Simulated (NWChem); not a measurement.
Species: CH cation, singlet

```xyz
2

C      0.0000     0.0000    -0.1416
H      0.0000     0.0000     0.9988
```
Atoms are numbered in this order, from 1.

Low-valent species are run as closed-shell singlets; no triplet was tried in these runs. Structure relaxed at the PBE0-D3(BJ)/def2-TZVP level.

Q: List the 4 lowest vertical singlet excitations from PBE/def2-TZVP, TDA (NWChem).

A: 
```csv
state,energy (eV),oscillator strength,leading excitation (squared amplitude)
S1,3.05,0.010,HOMO → LUMO (0.98)
S2,3.05,0.010,HOMO → LUMO+1 (0.98)
S3,12.63,0.392,HOMO → LUMO+2 (0.91)
S4,13.55,0.301,HOMO−1 → LUMO (0.94)
```
